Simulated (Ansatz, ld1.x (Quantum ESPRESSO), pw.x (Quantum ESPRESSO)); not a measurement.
# arsenic: one change to the PAW potential, in the atom and in the bcc crystal

- Element: As
- Generator: ld1.x (Quantum ESPRESSO) 7.5
- Type: PAW
- Functional: PBEsol
- Relativity: scalar-relativistic
- Frozen core: [Ar] 3d10
- Valence charge: 5
- Reference configuration: 4s2 4p3
- Partial waves: 4s (bound): rcut 1.30, rcutus 1.50 bohr; 4s channel at 0.1 Ry: rcut 1.30, rcutus 1.50 bohr; 4p (bound): rcut 1.55, rcutus 1.80 bohr; 4p channel at 4.35 Ry: rcut 1.55, rcutus 1.80 bohr; 4d channel at 0.4 Ry: rcut 1.60, rcutus 2.05 bohr; 4d channel at 3.2 Ry: rcut 1.60, rcutus 2.05 bohr
- Local potential: all-electron potential smoothed inside 1.35 bohr (lloc = -1)
- Core correction: Bessel-smoothed model core inside 1.15 bohr
- Augmentation charge: PSQ, inside the norm-conserving radii

Change: core correction Bessel-smoothed model core inside 0.80 bohr.

Cutoffs, loose and tight: the cutoffs (Ry, on a coarse ladder) from which the occupation-weighted sum of valence levels, in a spherical-Bessel basis at the reference potential, stays within 10 and 1 mRy of its value at 400 Ry. They do not see the model core or the augmentation charge, which bear on the density cutoff. Test errors are all-electron minus pseudo excitation energies from the reference, over the configurations 4s2 4p2; 4s2 4p1; 4s2 4p0; 4s1 4p4; 4s1 4p0; 4s2 4p2.5; 4s0 4p5; variants that change the core or the reference have their own tests.

Crystal test: bcc As in pw.x 7.5, no spin, 14³ k-points, Fermi–Dirac smearing 0.01 Ry, cutoffs set for each file from its atomic test. The reference is all-electron LAPW (Ansatz 0.2.0) with the same functional, mesh and smearing; V0 and B0 come from Birch–Murnaghan fits to the pressures at five volumes. Errors are pseudo minus all-electron; Δ is the rms difference of the E(V) curves that follow from these fits, minima aligned, over ±6 % about the mean V0. Mesh and smearing are coarse, so the numbers serve the comparison and aren't converged zero-temperature values; the lattice is a test structure that the element need not adopt.

All-electron: a0 = 3.313 Å (V0 = 18.18 Å³/atom), B0 = 93.5 GPa.

Question: Does the change bring the crystal closer to the all-electron result?

Answer: The mean pressure error goes from -0.25 to -0.16 GPa, so the change moves the solid closer to the all-electron pressures.

```csv
quantity,base,changed
outcome (atom),generated,generated
"cutoff, loose (atom)",15 Ry,15 Ry
"cutoff, tight (atom)",30 Ry,30 Ry
bound ghosts (atom),none,none
largest test error (meV) (atom),-539,-539
cutoffs in pw.x (Ry),40/320,40/320
a0 (Å),3.310,3.311
a0 error (%),-0.09,-0.06
B0 error (%),+1.1,+0.5
Δ (meV/atom),1.0,0.6
mean pressure error (GPa),-0.25,-0.16
```

 The atomic cutoffs weigh occupied waves only.
